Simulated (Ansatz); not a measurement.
# C4H7FO: up Jacob's ladder to CCSD(T)

An exercise on one series of results from a longer session: the logs are not shown, and one member is left open.

Computed with Ansatz 0.2.0, Gaussian basis. Level: functionals in def2-TZVPP, the program's frozen cores in correlated methods.

Plan: LDA (SPW92), PBE-D4, revPBE-D4, BLYP-D4, r2SCAN-D4, B97M-V, PBE0-D4, B3LYP-D4, r2SCANh-D4, r2SCAN0-D4, HSE06-D4, BHLYP-D4, CAM-B3LYP-D4, LC-ωPBE, ωB97X-V, ωB97M-V, B2PLYP, PBE-QIDH; CCSD(T)/def2-SVP; CCSD(T)/def2-TZVPP; MP2/def2-QZVPP; extrapolation to the limit; RPA on PBE.

### The geometry

The geometry comes from an earlier relaxation with PBE0-D4 in a triple-zeta def2 set; it is a stationary point, not always the lowest conformer.

SMILES `CC(C)(F)C=O`, 13 atoms, charge 0, spin multiplicity 1.

Atoms are counted from 1 here; the program's logs count them from 0.

Bond lengths: C1–C2 1.513 Å, C1–H7 1.091 Å, C1–H8 1.091 Å, C1–H9 1.092 Å, C2–C3 1.513 Å, C2–F4 1.395 Å, C2–C5 1.520 Å, C3–H10 1.091 Å, C3–H11 1.092 Å, C3–H12 1.091 Å, C5–O6 1.197 Å, C5–H13 1.111 Å. Angles: C2–C1–H7 109.6°, C2–C1–H8 109.8°, C2–C1–H9 110.6°, H7–C1–H8 109.3°, H7–C1–H9 108.7°, H8–C1–H9 108.8°, C1–C2–C3 113.3°, C1–C2–F4 108.4°, C1–C2–C5 110.0°, C3–C2–F4 108.4°, C3–C2–C5 110.2°, F4–C2–C5 106.3°, C2–C3–H10 109.6°, C2–C3–H11 110.6°, C2–C3–H12 109.8°, H10–C3–H11 108.7°, H10–C3–H12 109.3°, H11–C3–H12 108.8° and more.

The first run:

The input, in.yaml:

```yaml
crystal:
  periodic: [false, false, false]
  atoms:
    - {symbol: C, position_ang: [-0.507878, -1.182723, 0.568306]}
    - {symbol: C, position_ang: [-0.246376, 0.049675, -0.270208]}
    - {symbol: C, position_ang: [1.190501, 0.166620, -0.729783]}
    - {symbol: F, position_ang: [-1.066890, -0.002539, -1.397148]}
    - {symbol: C, position_ang: [-0.654398, 1.297341, 0.496070]}
    - {symbol: O, position_ang: [-0.133224, 1.642090, 1.517537]}
    - {symbol: H, position_ang: [0.066023, -1.124224, 1.493951]}
    - {symbol: H, position_ang: [-0.211480, -2.075505, 0.015169]}
    - {symbol: H, position_ang: [-1.567646, -1.259965, 0.818030]}
    - {symbol: H, position_ang: [1.842298, 0.291772, 0.135695]}
    - {symbol: H, position_ang: [1.314225, 1.028342, -1.388206]}
    - {symbol: H, position_ang: [1.479595, -0.734773, -1.272679]}
    - {symbol: H, position_ang: [-1.484254, 1.869289, 0.028267]}
basis:
  gaussian: {orbitals: def2-TZVPP}
hamiltonian: {xc: lda}
output: {orbitals: {seedname: orbitals}}
```

Among the steps run: LDA; PBE-D4 (GGA); revPBE-D4 (GGA); BLYP-D4 (GGA); r2SCAN-D4 (meta-GGA); B97M-V (meta-GGA); PBE0-D4 (hybrid); B3LYP-D4 (hybrid); r2SCANh-D4 (hybrid); r2SCAN0-D4 (hybrid); HSE06-D4 (hybrid); BHLYP-D4 (hybrid); CAM-B3LYP-D4 (range-separated); LC-ωPBE (range-separated); ωB97X-V (range-separated); ωB97M-V (range-separated); B2PLYP (double hybrid); PBE-QIDH (double hybrid).

One table of the session follows, with a row left open; its other results are not shown here.

It belongs to the step «Frontier levels by functional». 

| functional | HOMO (eV) | gap (eV) |
| --- | --- | --- |
| LDA (SPW92) | -6.24 | 3.63 |
| PBE-D4 | -6.09 | 3.77 |
| revPBE-D4 | -6.02 | 3.82 |
| BLYP-D4 | -6.04 | 3.83 |
| r2SCAN-D4 | -6.39 | 4.30 |
| B97M-V | ? | ? |
| PBE0-D4 | -7.67 | 6.55 |
| B3LYP-D4 | -7.47 | 6.05 |
| r2SCANh-D4 | -6.98 | 5.34 |
| r2SCAN0-D4 | -7.88 | 6.89 |
| HSE06-D4 | -7.26 | 5.75 |
| BHLYP-D4 | -9.24 | 9.37 |
| CAM-B3LYP-D4 | -9.17 | 9.25 |
| LC-ωPBE | -10.43 | 11.83 |
| ωB97X-V | -10.13 | 11.42 |
| ωB97M-V | -10.06 | 11.24 |

Q: Estimate the row for B97M-V from the others.

The run gave: HOMO (eV): -6.57; gap (eV): 4.59. In the column «HOMO (eV)» it lies between r2SCANh-D4 (-6.98) and r2SCAN-D4 (-6.39).
